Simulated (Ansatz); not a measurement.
Consider the formal hydrolysis of the Si–N bond: `C[Si]N` + H₂O → `C[Si]O` + NH₃.

Gas-phase electronic energies from Ansatz, PBE0-D4/def2-TZVP geometries. CCSD(T)/CBS adds triple-zeta CCSD(T) − MP2 to the extrapolated MP2 energy (def2 sets, frozen cores). This one scheme is used for every species. Functionals use def2-TZVPP. HSE06 is defined as in plane-wave codes. One conformer a species, not always the lowest.

```
             level  ΔE (eV)
            PBE-D4    -0.18
        r2SCAN0-D4    -0.19
      CAM-B3LYP-D4    -0.23
            revPBE    -0.21
           r2SCANh    -0.20
             HSE06    -0.18
     HF/def2-TZVPP    -0.27
SCS-MP2/def2-TZVPP    -0.22
```

(1) What does CCSD(T)/CBS give? (An estimate is asked.)

Largest T1 diagnostic among the species: 0.014.

Answers

(1) The calculation gave: -0.18 eV. The listed levels differ from it by 0.00, -0.01, -0.05, -0.03, -0.02, 0.00, -0.09, -0.04 eV.

At CCSD(T), def2-SVP lies +0.04 eV from the extrapolated value and def2-TZVPP −0.02 eV. Leaving LDA and LC-ωPBE aside and taking each functional with its dispersion term where it has one, the values, not all of them listed here, spread over 0.09 eV, from B97M-V to revPBE-D4. LDA lies +0.04 eV from PBE without D4.
